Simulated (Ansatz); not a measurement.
Reaction: HSiOF3 (SMILES O[Si](F)(F)F) → HO (SMILES [OH], doublet) + SiF3 (SMILES F[Si](F)F, doublet) (the O-Si bond breaks)
Each species at its own B3LYP-D3(BJ)/def2-TZVP minimum (Ansatz, a program for electronic structure), one conformer.

Wanted: bond dissociation energy (electronic), in kJ/mol. Radicals and triplets start from unrestricted determinants; spin-orbit coupling is neglected. CBS(X,Y): correlation extrapolated as X^-3, Hartree-Fock from the larger set. A bracket is a step between two methods taken in the basis named. The functionals are non-relativistic, so their misses hold any scalar relativity. Double hybrids freeze cores in their MP2 part. '+ core + X2C': CCSD(T) terms for core correlation (cc-pwCVTZ, 1s frozen past Ne) and scalar relativity (cc-pVTZ-DK).

CCSD(T)/CBS(cc-pV(T+d)Z,cc-pV(Q+d)Z) + [CCSDT(Q) - CCSD(T)]/cc-pV(D+d)Z + core + X2C (Ansatz) gives 606.1 kJ/mol.

Question: What does PBE/def2-TZVPD (Ansatz) give here, and how do the other levels compare?

Answer: PBE gives 563.0 kJ/mol, 43.1 kJ/mol below it. Differences of the others: B3LYP/def2-TZVPD (Ansatz) -44.5; PBE0/def2-TZVPD (Ansatz) -39.5; wB97M-V/def2-TZVPD (Ansatz) -11.3; B2PLYP/def2-TZVPD (Ansatz) -27.6; CCSD(T)/CBS(cc-pV(T+d)Z,cc-pV(Q+d)Z) + core + X2C (Ansatz) 0.0 kJ/mol. Nearer than PBE: PBE0/def2-TZVPD, wB97M-V/def2-TZVPD, B2PLYP/def2-TZVPD, CCSD(T)/CBS(cc-pV(T+d)Z,cc-pV(Q+d)Z) + core + X2C.
